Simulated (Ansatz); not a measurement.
# BCl+ (doublet): trial inputs and their diagnosis at distance B1–Cl2 = 1.752 Å

5 inputs are run for BCl+ (doublet) as typed; the log has to tell whether the result can be used and what must change.

Computed with Ansatz 0.2.0, Gaussian basis. Level: the settings change from run to run.

14 further runs of the same task are left out: 14 that didn't finish.

## Step 1: The geometry

The geometry derives from a PBE0/def2-TZVP stationary point (not a proven minimum). One bond is set to the value named and the two fragments are kept rigid.

2 atoms, charge 1, spin multiplicity 2.

Atoms are counted from 1 here; the program's logs count them from 0.

Bond lengths: B1–Cl2 1.752 Å.

## Step 2: Input 1

Input file in.yaml:

```yaml
crystal:
  periodic: [false, false, false]
  atoms:
    - {symbol: B, position_ang: [0.000000, 0.000000, 0.000000]}
    - {symbol: Cl, position_ang: [0.000000, 0.000000, 1.752000]}
basis:
  gaussian: {orbitals: "6-31G*"}
total_charge: 1
magnetization: {spin_polarized: false, initial_magnetization: 1}
hamiltonian: {pseudopotentials: {relativity: scalar}}
correlation: {method: sc_nevpt2, electrons: outside_noble_gas, active_space: {window: {electrons: 5, orbitals: 3}}}
output: {forces: true}
```

Command:

```console
$ ansatz run in.yaml --threads 1 --pin off --events-out ev --progress --plain --max-ram 2393MiB
```

The program printed:

```text
Functional definition: HF
  name "HF"
  cite "Fock, Z. Phys. 61, 126 (1930) doi:10.1007/BF01340294"
  parent pbe
  exchange = exact_x
  correlation = 0
305 factors; integrals over basis functions are off by at most 9.0e-4 eV
mean field evaluation 1: about -13194.7935 eV, gradient 2.5e1 eV
mean field evaluation 2: about -13194.8273 eV, gradient 2.5e1 eV
mean field evaluation 4: about -13198.0582 eV, gradient 2.6e0 eV
mean field evaluation 8: about -13198.2068 eV, gradient 1.3e-1 eV
mean field evaluation 16: about -13194.5042 eV, gradient 9.1e0 eV
mean field evaluation 32: about -13194.8617 eV, gradient 1.5e-3 eV
mean field -13198.20687302 eV, -485.0251565176 hartree, gradient 3.4e-6 eV, S^2 0.750000; 3 other end points of the search recorded, 0 dependent functions left out
reference -13198.20687302 eV, -485.0251565176 hartree; 11, 10 occupied and 23, 24 virtual orbitals, 305 factors
state -13198.20687302 eV, -485.0251565176 hartree
state -13198.20687302 eV, -485.0251565176 hartree; corrected -13202.58283292 eV, -485.1859700779 hartree
WARN: 2 active orbitals are nearly empty or full. The corrections depend on them more than the energy does, and are more stable in an active space without them
the calculation of the forces begins
Error: an active orbital is full or empty, and SC-NEVPT2 has no forces then: leave it out of the active space
```

It took 0.6 s on 1 thread of AMD EPYC 7R43, shared host.

Diagnosis: The run stopped with an error. It says: «an active orbital is full or empty, and SC-NEVPT2 has no forces then: leave it out of the active space». Cure: drop the forces, or choose an active space whose orbitals are all partly filled.

## Step 3: Input 2

Input file in.yaml:

```yaml
crystal:
  periodic: [false, false, false]
  atoms:
    - {symbol: B, position_ang: [0.000000, 0.000000, 0.000000]}
    - {symbol: Cl, position_ang: [0.000000, 0.000000, 1.752000]}
basis:
  gaussian: {orbitals: def2-SVP}
total_charge: 1
magnetization: {spin_polarized: false, initial_magnetization: 1}
correlation: {method: fic_mrcisd_q, electrons: outside_noble_gas, active_space: {window: {electrons: 3, orbitals: 3}, places: [1, 2]}}
```

Launched as before.

The program printed:

```text
Error: invalid value for `correlation.active_space`: name one of window, places and ras
```

Run time: 0.06 s. Hardware: 1 thread of AMD EPYC 7R43, shared host.

Diagnosis: The run was refused. The active space is defined twice. Cure: keep one definition.

## Step 4: Input 3

Input file in.yaml:

```yaml
crystal:
  periodic: [false, false, false]
  atoms:
    - {symbol: B, position_ang: [0.000000, 0.050000, 1.752000]}
    - {symbol: Cl, position_ang: [0.000000, 0.000000, 1.752000]}
basis:
  gaussian: {orbitals: 6-31G}
total_charge: 1
magnetization: {spin_polarized: true, initial_magnetization: 1}
hamiltonian: {xc: {name: PBE0}}
correlation: {method: bccd_t, electrons: outside_noble_gas}
```

Same command.

The program printed (excerpt; [...] marks lines left out):

```text
Functional definition: PBE0
  name "PBE0"
  cite "Adamo & Barone, J. Chem. Phys. 110, 6158 (1999) doi:10.1063/1.478522"
  cite "Perdew, Burke & Ernzerhof, Phys. Rev. Lett. 77, 3865 (1996) doi:10.1103/PhysRevLett.77.3865"
  parent pbe
[...]
270 factors; integrals over basis functions are off by at most 5.9e-6 eV
[...]
a density is far from that of the atoms, so the factors are made again for it
308 factors; integrals over basis functions are off by at most 2.0e-6 eV
[...]
mean field 4742.33809204 eV, 174.2777104102 hartree, gradient 5.4e-7 eV, S^2 0.751548; 4 other end points of the search recorded, 0 dependent functions left out
6 core orbitals not correlated: weight in the atoms' cores, before any rotation towards them, 0.118 or more for the frozen orbitals, at most 0.040 for the correlated occupied ones
reference 4769.56903111 eV, 175.2784289634 hartree; 5, 4 occupied and 11, 12 virtual orbitals, 308 factors
second order -0.49278699 eV of doubles, -0.13108351 eV of singles
cycle   1  -0.74704803 eV  change   -1.3e-1 eV  update   3.4e-2
[...]
cycle   9  -0.80060188 eV  change   -1.6e-6 eV  update   1.1e-5
perturbative correction -0.00299919 eV, -0.0001102181 hartree
Total energy: 4768.76543005 eV, 175.2488971689 hartree
```

Run time: 7 s. Hardware: 1 thread of AMD EPYC 7R43, shared host.

Diagnosis: The run converged, which proves nothing about the input. One atom lies on top of another. The shortest distance is 0.05 Å, against 1.75 Å in the geometry of step 1. Its energy belongs to another geometry. Fix: restore its position.

## Step 5: Input 4

Input file in.yaml:

```yaml
crystal:
  periodic: [false, false, false]
  atoms:
    - {symbol: B, position_ang: [0.000000, 0.000000, 0.000000]}
    - {symbol: Cl, position_ang: [0.000000, 0.000000, 1.752000]}
basis:
  gaussian: {orbitals: 6-31G}
total_charge: 1
magnetization: {spin_polarized: false, initial_magnetization: 1}
correlation: {active_space: {window: {electrons: 3, orbitals: 3}, states: [{multiplicity: 2, weights: [-1, 1]}]}}
scf: {lower_state_search: off}
```

Same command.

The program printed:

```text
Error: set 0 asks for 2 states and needs as many positive weights; it has [-1.0, 1.0]
```

It took 0.06 s on 1 thread of AMD EPYC 7R43, shared host.

Diagnosis: The run was refused. The list of states asked for (weights, spin or count) can't be met. Fix: mend what the message names.

## Step 6: Input 5

Input file in.yaml:

```yaml
crystal:
  periodic: [false, false, false]
  atoms:
    - {symbol: B, position_ang: [0.000000, 0.000000, 0.000000]}
    - {symbol: Cl, position_ang: [0.000000, 0.000000, 1.752000]}
basis:
  gaussian: {orbitals: 6-31G}
total_charge: 1
magnetization: {spin_polarized: false, initial_magnetization: 2}
correlation: {method: ccsdt, electrons: all}
accuracy: high
scf: {lower_state_search: off}
```

Launched as before.

The program printed:

```text
Error: a molecule whose nuclei and cores have a total charge of 22 cannot have a net charge of 1 together with 2 unpaired electrons
```

Wall time 0.06 s (1 thread of AMD EPYC 7R43, shared host).

What is wrong: The run was refused. The number of unpaired electrons doesn't fit the electron count. Fix: make charge and initial_magnetization agree.

## Step 7: Summary

| input | level | ended | cause | time |
| --- | --- | --- | --- | --- |
| 1 | NEVPT2(5,3)/6-31G* | stopped by an error | an active orbital is full or empty, and SC-NEVPT2 has no forces then: leave it out of the active space | 0.6 s |
| 2 | MRCISD+Q(3,3)/def2-SVP | refused | the active space is defined twice | 0.06 s |
| 3 | BCCD(T)/6-31G | converged | one atom lies on top of another | 7 s |
| 4 | CASSCF(3,3)/6-31G | refused | the list of states asked for (weights, spin or count) can't be met | 0.06 s |
| 5 | CCSDT on ROHF/6-31G | refused | the number of unpaired electrons doesn't fit the electron count | 0.06 s |

1 stopped by an error, 3 refused, 1 converged. The input that converges on a wrong geometry or spin is the dangerous one: no error points at it, so geometry and ⟨S²⟩ have to be checked.
